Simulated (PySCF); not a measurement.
**PH3: core ionisation energies**

Species: PH3.
Z-matrix (Å and degrees, PBE0-D3(BJ)/def2-SVP geometry), rows numbered from 1:
```
P 
H   1  1.4289
H   1  1.4289  2   92.96
H   1  1.4288  2   92.96  3   -93.12
```

Method used: delta-SCF UKS SCAN, pcX-2 on the ionised atom, pcseg-1 elsewhere, spin-free X2C (PySCF 2.14.0). Vertical ΔSCF values, vacuum level as zero.

**Question.** List the computed XPS lines with their assignment.

**Answer.** 
| atom(s) | bonded to | level | binding energy (eV) | 2p1/2 (eV) | count |
| --- | --- | --- | --- | --- | --- |
| P1 | 3 H | P 1s | 2150.69 | – | 1 |
| P1 | 3 H | P 2p3/2 | 137.10 | 137.99 | 1 |

**Question.** What is the longest wavelength that can ionise P 2p3/2 of P1 vertically?

**Answer.** λ = hc/E = 12398.42 eV Å / 137.10 eV = 90.433 Å.

Spin–orbit coupling isn't in the SCF: each 2p doublet comes from a relaxed spin-free hole plus a matrix of the shell (mean-field spin–orbit coupling and the ground-state 2p splitting), with 2p3/2 averaged over its two sublevels. 2p1/2 minus 2p3/2 (ligand field included): P 0.89 eV. Geometry: PBE0-D3(BJ)/def2-SVP; no solvent, vibrations or thermal averaging.
